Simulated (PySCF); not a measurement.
# doublet CH2ClF+: levels of theory compared

Aim: a comparison of 6 runs (UHF/3-21G, U-wB97M-V/aug-cc-pVDZ, U-wB97X/aug-cc-pVDZ, UB3LYP/aug-cc-pVDZ, UBLYP/aug-cc-pVDZ, UPBE0/aug-cc-pVDZ) of doublet CH2ClF+. Input form: a Python script.

The results are computed with PySCF 2.14.0.

2 further runs of the same task are left out: 2 set aside as unsound or not needed.

## (1) The system as given

CH2ClF+: 5 atoms, total charge +1, spin state doublet. As SMILES of the parent species, `FCCl`. The shape is that of a PBE0-D4/def2-TZVP optimisation. That shape belongs to the parent species and isn't relaxed for this state.

Bond lengths: F1–C2 1.355 Å, C2–Cl3 1.766 Å, C2–H4 1.089 Å, C2–H5 1.089 Å. Angles: F1–C2–Cl3 110.5°, F1–C2–H4 109.3°, F1–C2–H5 109.3°, Cl3–C2–H4 107.8°, Cl3–C2–H5 107.8°, H4–C2–H5 112.3°.

## (2) The energy at UHF/3-21G (run 1)

Input file run.py:

```python
from pyscf import gto

system = gto.Mole()
system.atom = [
    ('F', (-0.970450, 0.560520, 0.766500)),
    ('C', (0.083560, 0.089320, 0.058070)),
    ('Cl', (-0.422970, -1.232890, -0.998060)),
    ('H', (0.832130, -0.302600, 0.745580)),
    ('H', (0.477720, 0.885670, -0.572080)),
]
system.verbose = 4
system.spin = 1
system.max_memory = 1860
system.charge = 1
system.basis = '3-21g'
system.build()

myscf = system.UHF()
myscf.conv_tol = 1e-10
myscf.kernel()
if not myscf.converged:
    myscf = myscf.newton().run(myscf.mo_coeff, myscf.mo_occ)

etot = myscf.e_tot
print(f'total energy: {etot:.8f} hartree')
```

Command:

```
OMP_NUM_THREADS=1 python run.py
```

Log:

```text
PySCF version 2.14.0

[... 101 lines left out ...]
converged SCF energy = -594.57756797366  <S^2> = 0.75397785  2S+1 = 2.0039739
total energy: -594.57756797 hartree
```

Wall time 0.68 s (1 thread of Intel Xeon Platinum 8488C (Sapphire Rapids), shared host); peak memory 0.12 GiB.

## (3) The energy at U-wB97M-V/aug-cc-pVDZ (run 2)

Input file job.py:

```python
from pyscf import gto, dft

mol = gto.M(
    atom='''
F       -0.970450       0.560520       0.766500
C        0.083560       0.089320       0.058070
Cl      -0.422970      -1.232890      -0.998060
H        0.832130      -0.302600       0.745580
H        0.477720       0.885670      -0.572080
''',
    max_memory=1860,
    verbose=3,
    basis='aug-cc-pvdz',
    spin=1,
    charge=1,
)

ks = dft.UKS(mol, xc='wb97m-v')
ks.grids.level = 5
ks.nlcgrids.level = 1
ks.conv_tol = 1e-10
ks.kernel()
if not ks.converged:
    ks = ks.newton().run(ks.mo_coeff, ks.mo_occ)

e_final = ks.e_tot
print('E = %.10f Eh' % e_final)
```

Command:

```
OMP_NUM_THREADS=1 python job.py
```

Log:

```text
WARN: HOMO -0.347839778749076 >= LUMO -0.347839778749078

converged SCF energy = -598.866250791355  <S^2> = 0.75240053  2S+1 = 2.0023991
E = -598.8662507914 Eh
```

Wall time 71 s (1 thread of Intel Xeon Platinum 8488C (Sapphire Rapids), shared host); peak memory 0.51 GiB.

Runs 3 to 4 aren't shown in full; the table further down has their settings and results.

## (4) A single-point energy at UBLYP/aug-cc-pVDZ (run 5)

Input file calc.py:

```python
from pyscf import gto, dft

mol = gto.Mole()
mol.atom = '''
F   -0.970450   0.560520   0.766500
C    0.083560   0.089320   0.058070
Cl  -0.422970  -1.232890  -0.998060
H    0.832130  -0.302600   0.745580
H    0.477720   0.885670  -0.572080
'''
mol.charge = 1
mol.max_memory = 1860
mol.verbose = 4
mol.spin = 1
mol.basis = 'aug-cc-pvdz'
mol.build()

calc0 = dft.UKS(mol, xc='blyp')
calc0.conv_tol = 1e-10
calc0.grids.level = 5
calc0.kernel()
if not calc0.converged:
    calc0 = calc0.newton().run(calc0.mo_coeff, calc0.mo_occ)

e_final = calc0.e_tot
print('Final energy', e_final)
```

Command:

```
OMP_NUM_THREADS=1 python calc.py
```

Log:

```text
PySCF version 2.14.0

[... 56 lines left out ...]
WARN: HOMO -0.307905574470766 >= LUMO -0.307905574470767
[... 50 lines left out ...]
converged SCF energy = -598.922861896111  <S^2> = 0.7514734  2S+1 = 2.0014729
Final energy -598.9228618961113
```

It took 16 s on 1 thread of Intel Xeon Platinum 8488C (Sapphire Rapids), shared host; peak memory 0.46 GiB.

## (5) A single-point energy at UPBE0/aug-cc-pVDZ (run 6)

Input file mol.xyz:

```xyz
5

F     -0.970450     0.560520     0.766500
C      0.083560     0.089320     0.058070
Cl    -0.422970    -1.232890    -0.998060
H      0.832130    -0.302600     0.745580
H      0.477720     0.885670    -0.572080
```

Input file job.py:

```python
from pyscf import gto, dft

mol = gto.M(
    atom='mol.xyz',
    charge=1,
    verbose=4,
    max_memory=1860,
    basis='aug-cc-pvdz',
    spin=1,
)

mf = dft.UKS(mol)
mf.xc = 'pbe0'
mf.grids.level = 5
mf.conv_tol = 1e-10
mf.kernel()
if not mf.converged:
    mf = mf.newton().run(mf.mo_coeff, mf.mo_occ)

e_tot = mf.e_tot
print('Final energy', e_tot)
```

Command:

```
OMP_NUM_THREADS=1 python job.py
```

Log:

```text
PySCF version 2.14.0

[... 106 lines left out ...]
converged SCF energy = -598.647195793024  <S^2> = 0.75327386  2S+1 = 2.0032712
Final energy -598.6471957930236
```

Run time: 17 s. Hardware: 1 thread of Intel Xeon Platinum 8488C (Sapphire Rapids), shared host; peak memory 0.46 GiB.

## (6) Overview of the runs

| run | level | integration grid | nlc grid | energy (Eh) | HOMO energy (eV) | LUMO energy (eV) | ⟨S²⟩ | wall time |
| --- | --- | --- | --- | --- | --- | --- | --- | --- |
| 1 | UHF/3-21G | – | – | -594.577568 | -21.73 | -9.90 | 0.754 | 0.68 s |
| 2 | U-wB97M-V/aug-cc-pVDZ | 5 | 1 | -598.866251 | -19.85 | -12.24 | 0.752 | 71 s |
| 3 | U-wB97X/aug-cc-pVDZ | 5 | – | -598.898780 | -19.97 | -12.15 | 0.754 | 26 s |
| 4 | UB3LYP/aug-cc-pVDZ | 5 | – | -598.954766 | -17.27 | -14.60 | 0.753 | 18 s |
| 5 | UBLYP/aug-cc-pVDZ | 5 | – | -598.922862 | -15.64 | -14.98 | 0.751 | 16 s |
| 6 | UPBE0/aug-cc-pVDZ | 5 | – | -598.647196 | -17.61 | -14.32 | 0.753 | 17 s |

## (7) Outcome

| quantity | value |
| --- | --- |
| run 6: total energy | -598.64720 Eh |
| run 6: HOMO energy (highest over α and β) | -17.61 eV |
| run 6: LUMO energy (lowest over α and β) | -14.32 eV |
| run 6: ⟨S²⟩ | 0.753 |

What this shows: Totals of different functionals can't be ranked against each other. All runs together took 2.5 min, the longest 71 s.
